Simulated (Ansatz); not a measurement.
# CHClFN: vertical ionisation energy

The runs use Ansatz 0.2.0, Gaussian basis; unrestricted cation, the program's frozen cores in correlated methods.

Levels to be run: UKS PBE-D4/def2-TZVPP; UKS r2SCAN-D4/def2-TZVPP; UKS PBE0-D4/def2-TZVPP; UKS B3LYP-D4/def2-TZVPP; UKS wB97X-V/def2-TZVPP; UKS wB97M-V/def2-TZVPP; UKS B2PLYP/def2-TZVPP; UHF-CCSD(T)/def2-TZVPP; UHF-MP2/def2-QZVPP; extrapolation to the limit; then −ε(HOMO) from the neutral's earlier runs with LDA (SPW92), PBE-D4, revPBE-D4, BLYP-D4, r2SCAN-D4, B97M-V, PBE0-D4, B3LYP-D4, r2SCANh-D4, r2SCAN0-D4, HSE06-D4, BHLYP-D4, CAM-B3LYP-D4, LC-ωPBE, ωB97X-V, ωB97M-V.

**1. Structure used throughout**

An earlier PBE0-D4/def2-TZVP relaxation fixed the geometry.

5 atoms, charge 0, spin multiplicity 1.

Atoms are counted from 1 here; the program's logs count them from 0.

Bond lengths: N1–C2 1.237 Å, N1–H5 1.013 Å, C2–F3 1.314 Å, C2–Cl4 1.729 Å. Angles: C2–N1–H5 112.7°, N1–C2–F3 121.4°, N1–C2–Cl4 128.7°, F3–C2–Cl4 110.0°.

**2. Cation, UKS PBE-D4/def2-TZVPP**

File in.yaml:

```yaml
crystal:
  periodic: [false, false, false]
  atoms:
    - {symbol: N, position_ang: [0.321103, 0.940468, 0.274413]}
    - {symbol: C, position_ang: [0.137869, -0.274598, 0.128466]}
    - {symbol: F, position_ang: [0.810342, -1.157366, 0.832102]}
    - {symbol: Cl, position_ang: [-0.953469, -1.081683, -0.943190]}
    - {symbol: H, position_ang: [-0.266045, 1.499578, -0.333292]}
basis:
  gaussian: {orbitals: def2-TZVPP}
total_charge: 1
magnetization: {spin_polarized: true, initial_magnetization: 1}
hamiltonian: {xc: pbe, dispersion: d4}
```

On the command line:

```bash
$ ansatz run in.yaml --threads 2 --pin off --events-out ev --progress --plain --max-ram 4352MiB
```

What time and memory should one allow on 2 threads of Arm Neoverse V2, shared host?

About 6 s, with a peak of 0.28 GiB.
